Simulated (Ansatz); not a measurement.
```yaml
crystal:
  periodic: [false, false, false]
  atoms:
    - {symbol: Fe, position_ang: [-1.780982, 0.008909, 0.003022]}
    - {symbol: C, position_ang: [0.135571, 0.002235, 0.004995]}
    - {symbol: H, position_ang: [0.533957, -1.027103, 0.002832]}
    - {symbol: H, position_ang: [0.571191, 0.512054, 0.880730]}
    - {symbol: H, position_ang: [0.540262, 0.503906, -0.891579]}
basis:
  gaussian: {orbitals: def2-TZVP}
magnetization: {spin_polarized: true, initial_magnetization: 1}
hamiltonian: {xc: pbe0}
relax: {f_tol: 0.004, max_steps: 80}
```

```sh
$ ansatz run in.yaml --threads 1 --pin off --events-out ev --progress --plain --max-ram 2176MiB
```

Steps of the relaxation (energy above the last step; positions in Å, forces in eV/Å):

```
5
step 1, 28.5 meV
Fe   -1.781    0.009    0.003   -0.225   -0.001   -0.003
C     0.136    0.002    0.005    1.158    0.024    0.026
H     0.534   -1.027    0.003   -0.300    0.149   -0.003
H     0.571    0.512    0.881   -0.326   -0.092   -0.159
H     0.540    0.504   -0.892   -0.307   -0.081    0.139
```

```
5
step 2, 6.6 meV
Fe   -1.767    0.009    0.003   -0.160    0.001    0.001
C     0.158    0.002    0.005    0.579    0.005    0.004
H     0.521   -1.035    0.003   -0.134    0.098   -0.002
H     0.559    0.516    0.887   -0.149   -0.053   -0.091
H     0.528    0.508   -0.898   -0.136   -0.051    0.088
```

```
5
step 3, 0.1 meV
Fe   -1.763    0.009    0.004    0.004    0.002    0.003
C     0.177    0.002    0.005   -0.007   -0.001   -0.005
H     0.515   -1.037    0.002    0.003   -0.036    0.001
H     0.550    0.518    0.890   -0.001    0.018    0.030
H     0.521    0.508   -0.900    0.002    0.018   -0.029
```

```
5
step 5, 0.0 meV
Fe   -1.762    0.010    0.005    0.000    0.000    0.000
C     0.179    0.001    0.004    0.001    0.000   -0.002
H     0.515   -1.039    0.002   -0.001    0.001   -0.001
H     0.548    0.518    0.891    0.000    0.001    0.001
H     0.521    0.509   -0.902   -0.001   -0.002    0.002
```

Close pairs at the end: C2–H4 1.091 Å, C2–H3 1.093 Å, C2–H5 1.093 Å, Fe1–C2 1.940 Å.

A stationary point of unrestricted PBE0 after 5 steps, with ⟨S²⟩ = 1.765 against 0.75 for a pure state; no frequencies were run, so it isn't proven a minimum. 8.2 min on 1 thread of AMD EPYC 7R43, shared host.
